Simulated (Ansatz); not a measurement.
# What a trial cell of As relaxes into

The calculation used DFT r2SCAN, scalar-relativistic, plane waves, PAW in Ansatz. Cutoff 500 eV, Γ-centred k mesh, Gaussian smearing, no spin polarisation in the final step.

As was placed on the dhcp structure type (P6_3/mmc, No. 194), at a guessed volume.

```xyz
4
Lattice="3.1170 0.0000 0.0000 -1.5585 2.6994 0.0000 0.0000 0.0000 10.0529" Properties=species:S:1:pos:R:3 pbc="T T T"
As    0.0000    0.0000    0.0000
As    0.0000    0.0000    5.0264
As    0.0000    1.7996    7.5397
As    1.5585    0.8998    2.5132
```

Steps on the 6×6×2 mesh (4 atoms). 5 of 5 steps are shown, and the free energy counts from the last. Trial steps that were taken back and renewals of the plane-wave basis can be among the rows.

| step | ΔF (meV/atom) | V (Å³/atom) | P (GPa) |
| --- | --- | --- | --- |
| 1 | 70.8 | 21.15 | -7.15 |
| 2 | 0.8 | 18.95 | 0.24 |
| 3 | 0.4 | 18.99 | 0.08 |
| 4 | -0.2 | 19.01 | -0.06 |
| 5 | 0.0 | 19.01 | -0.07 |

Steps on the 18×18×6 mesh (4 atoms). 6 of 11 steps are shown, and the free energy counts from the last.

| step | ΔF (meV/atom) | V (Å³/atom) | P (GPa) |
| --- | --- | --- | --- |
| 1 | 5.1 | 19.01 | 0.11 |
| 4 | 4.3 | 19.27 | -0.68 |
| 5 | 3.0 | 19.51 | -1.47 |
| 6 | 4.2 | 19.71 | -1.72 |
| 7 | 0.2 | 19.29 | -0.30 |
| 11 | 0.0 | 19.21 | -0.01 |

A final relaxation ran on a 18×18×6 mesh. The relaxed crystal, P6_3/mmc (No. 194):

Space group P6_3/mmc (No. 194). a = 2.909 Å, b = 2.909 Å, c = 10.482 Å, α = 90.00°, β = 90.00°, γ = 120.00°
```csv
atom,site,symmetry,x,y,z
As,2a,-3m.,0.0000,0.0000,0.0000
As,2d,-6m2,0.3333,0.6667,0.7500
```

```json
{
 "Volume per atom": "19.21 Å³",
 "Density": "6.48 g/cm³",
 "Energy over the standard structure": "0.72 eV/atom",
 "Gap on the 18×18×6 mesh": "0 eV (a metal)"
}
```

Energies count from the standard state of As at the same level.

The final run used a 18×18×6 mesh on its 4-atom cell and 0.10 eV smearing. The k mesh leaves about 4 meV/atom of noise in metals.

A structure relaxed within its symmetry needn't be a true minimum.